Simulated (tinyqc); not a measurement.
Harmonic frequencies on the UHF/sto-3g surface (energies and gradients from PySCF), for LiH+, spin multiplicity 2, step by step. One step of it, computed by the program tinyqc.

Question. One row of the Hessian: 2Hz. Displace 2Hz by +/-0.002 bohr; H(k, :) = (g(+) - g(-)) / (2 delta).

optimised positions (bohr):
```
            x         y          z
1Li  0.000000  0.000000  -0.471273
2H   0.000000  0.000000   3.252950
```

gradient at +delta (hartree/bohr):
```
              x           y            z
1Li  0.00000000  0.00000000  -0.00003749
2H   0.00000000  0.00000000   0.00003749
```

gradient at -delta (hartree/bohr):
```
              x           y            z
1Li  0.00000000  0.00000000   0.00004982
2H   0.00000000  0.00000000  -0.00004982
```

Give: row of the Hessian.

Answer.

row of the Hessian (hartree/bohr^2): 1Lix 0.000000, 1Liy 0.000000, 1Liz -0.021826, 2Hx 0.000000, 2Hy 0.000000, 2Hz 0.021826
